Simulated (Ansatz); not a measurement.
Relaxation of AlH₄NO (7 atoms, charge 0, multiplicity 1), to a largest force component of 0.03 eV/Å in at most 50 steps.

Theory: RKS B3LYP-D4/def2-SVP in Ansatz.

```xyz
7
Properties=species:S:1:pos:R:3
Al -0.102 0.263 -1.128
N 1.308 -0.022 1.630
H 1.187 0.609 2.427
H 1.984 -0.731 1.923
H 1.777 0.531 0.885
O -1.587 -0.506 -0.840
H -2.273 -0.990 -0.382
```

Q: Where does it end, and by what steps?

A: The forces met the threshold. After 11 steps the energy has fallen by 0.231 eV; H3 moved furthest, 0.87 Å.

```json
{"step": "0", "energy less start (eV)": "0.0000", "largest force component (eV/Å)": "0.631", "accepted": "yes"}
{"step": "1", "energy less start (eV)": "-0.0434", "largest force component (eV/Å)": "0.661", "accepted": "yes"}
{"step": "2", "energy less start (eV)": "-0.0469", "largest force component (eV/Å)": "0.652", "accepted": "yes"}
{"step": "3", "energy less start (eV)": "-0.0792", "largest force component (eV/Å)": "0.784", "accepted": "yes"}
{"step": "4", "energy less start (eV)": "-0.1406", "largest force component (eV/Å)": "0.323", "accepted": "yes"}
{"step": "5", "energy less start (eV)": "-0.1842", "largest force component (eV/Å)": "0.335", "accepted": "yes"}
{"step": "6", "energy less start (eV)": "-0.2099", "largest force component (eV/Å)": "0.414", "accepted": "yes"}
{"step": "7", "energy less start (eV)": "-0.2225", "largest force component (eV/Å)": "0.253", "accepted": "yes"}
{"step": "8", "energy less start (eV)": "-0.2294", "largest force component (eV/Å)": "0.164", "accepted": "yes"}
{"step": "9", "energy less start (eV)": "-0.2305", "largest force component (eV/Å)": "0.111", "accepted": "yes"}
{"step": "10", "energy less start (eV)": "-0.2310", "largest force component (eV/Å)": "0.043", "accepted": "yes"}
{"step": "11", "energy less start (eV)": "-0.2312", "largest force component (eV/Å)": "0.009", "accepted": "yes"}
```

```xyz
7
Properties=species:S:1:pos:R:3
Al 0.174 0.294 -1.028
N 1.183 0.102 1.174
H 0.531 0.452 1.881
H 1.357 -0.882 1.398
H 2.068 0.600 1.297
O -1.229 -0.488 -0.422
H -1.791 -0.926 0.216
```

Time of the run: 23 s on 1 thread of Arm Neoverse V1 (shared host), peak memory 0.13 GiB.
